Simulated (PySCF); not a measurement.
Published values to compare with (the computed states carry no symmetry labels, so the two lists aren't matched line by line):

```tsv
state	E (eV)	f	kind of transition	source
3B1(n→3s)	7.20		band maximum or as reported	[1]
3B1(n→3s)	7.25		vertical absorption	[2]
1B1(n→3s)	7.41		band maximum or as reported	[1]
1B1(n→3s)	7.62	0.054	vertical absorption	[2]
3A2(n→3p)	8.90		band maximum or as reported	[1]
1A2(n→3p)	9.20		band maximum or as reported	[1]
3A2(n→3p)	9.24		vertical absorption	[2]
1A2(n→3p)	9.41		vertical absorption	[2]
3A1(n→3s)	9.46		band maximum or as reported	[1]
3A1(n→3s)	9.54		vertical absorption	[2]
1A1(n→3s)	9.67		band maximum or as reported	[1]
1A1(n→3s)	9.99	0.100	vertical absorption	[2]
```

[1] measured, gas; Loos, Scemama, Blondel, Garniron, Caffarel, Jacquemin (2018), arXiv:1807.02045, literature column
[2] computed, theoretical best estimate (aug-cc-pVTZ, frozen core, CC3 geometry), gas; Veril, Scemama, Caffarel, Lipparini, Boggio-Pasqua, Jacquemin, Loos, WIREs Comput. Mol. Sci. 2021, 11, e1517 (QUESTDB)

Compound: H₂O.
Hydrogens: H2, H3 on O1.

Theory: TDDFT CAM-B3LYP/def2-SVPD, vertical, gas phase, core orbitals frozen in the response in PySCF. Isolated species at its PBE0-D3(BJ)/def2-SVP geometry, gas phase.

Computed singlets: 7.52 eV (f 0.052); 9.36 eV (f 0.000); 9.69 eV (f 0.099); 10.84 eV (f 0.006); 11.29 eV (f 0.001); 11.58 eV (f 0.013); 11.86 eV (f 0.000); 12.71 eV (f 0.043); 12.87 eV (f 0.004); 13.27 eV (f 0.039). Computed triplets (Tamm–Dancoff): 7.04, 9.11, 9.12, 10.38 eV.

**Question.** How does the lowest computed singlet compare with the best estimate listed for the lowest singlet (vertical absorption)?

**Answer.** 7.52 eV against 7.62 eV for 1B1(n→3s) [2]: a difference of -0.10 eV. Geometry and basis of the two calculations needn't be the same.

**Question.** How does the lowest computed triplet compare with the best estimate listed for the lowest triplet (vertical absorption)?

**Answer.** 7.04 eV against 7.25 eV for 3B1(n→3s) [2]: a difference of -0.21 eV. Geometry and basis of the two calculations needn't be the same.

A measured band maximum holds vibronic effects and, in solution, solvent shifts, so it needn't equal the vertical energy.

From S10 up the states lie above the vertical ionisation energy of 12.87 eV (ΔSCF), that is within the continuum, which a finite basis only mimics.

Time: 1.6 s of wall time. Hardware: an x86-64 server with one thread (shared host).
